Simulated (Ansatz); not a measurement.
A nudged elastic band was laid between two geometries of BClH2 + FH (6 atoms, charge 0, multiplicity 1).

Level of theory: RKS PBE-D4/def2-SVP in Ansatz.

* movable images: 7
* climbing image: yes
* spring: 5.0 eV/Å²
* optimiser: quadratic models (default)
* start path: through a guess of the saddle point
* force threshold: 0.05 eV/Å
* iteration limit: 60
* end points: relaxed

Initial state:

```xyz
6
Properties=species:S:1:pos:R:3
B -0.035 0.127 0.019
H -0.072 0.486 1.185
H 1.007 0.015 -0.584
Cl -1.532 0.284 -0.902
F -0.096 -1.839 0.726
H -0.176 -1.455 1.583
```

Final state:

```xyz
6
Properties=species:S:1:pos:R:3
B -0.032 -0.571 -0.636
H -0.319 0.212 2.271
H 1.061 -0.053 -0.692
Cl -1.487 0.351 -0.974
F -0.145 -1.854 -0.329
H 0.018 -0.468 2.387
```

Which bonds break or form, and what moves?

Bonds broken: B1–H2, F5–H6. Bonds formed: B1–F5, H2–H6. BClH2 + FH becomes BClFH + H2.

What energy profile does the band end with?

The forces met the threshold. The highest image is number 2 of 0 to 8, 6.3 kcal/mol above the first end and 38.4 kcal/mol above the last; the last end lies 32.0 kcal/mol below the first. A vibrational analysis at the climbing image gives one clearly imaginary mode, 906i cm⁻¹: a first-order saddle point. The orbitals stay closed-shell, which can raise the energy where a bond breaks towards radicals; this wasn't checked here.

| image | path coordinate (Å) | energy (kcal/mol) | B1–H2 (Å) | F5–H6 (Å) | B1–F5 (Å) |
| --- | --- | --- | --- | --- | --- |
| 0 | 0.00 | 0.0 | 1.22 | 0.94 | 2.09 |
| 1 | 0.41 | 1.4 | 1.24 | 0.97 | 1.95 |
| 2 | 0.81 | 6.3 | 1.33 | 1.15 | 1.66 |
| 3 | 1.17 | -5.7 | 1.50 | 1.49 | 1.46 |
| 4 | 1.53 | -21.2 | 1.79 | 1.86 | 1.36 |
| 5 | 1.89 | -28.1 | 2.12 | 2.20 | 1.33 |
| 6 | 2.25 | -30.9 | 2.44 | 2.52 | 1.33 |
| 7 | 2.60 | -31.8 | 2.73 | 2.83 | 1.32 |
| 8 | 2.96 | -32.0 | 3.02 | 3.05 | 1.32 |

What is the geometry of the highest image?


```xyz
6
Properties=species:S:1:pos:R:3
B -0.057 -0.196 0.043
H -0.085 0.209 1.305
H 1.025 0.000 -0.458
Cl -1.542 0.248 -0.814
F -0.123 -1.755 0.600
H -0.123 -0.888 1.349
```

What are the harmonic wavenumbers there?

906i, 274, 634, 745, 784, 983, 1024, 1124, 1378, 1926, 2205, 2620 cm⁻¹.

The band took 41 iterations and about 4 core-minutes.

Run time: 4.1 min on 1 thread of Arm Neoverse V2 (shared host), peak memory 0.1 GiB.
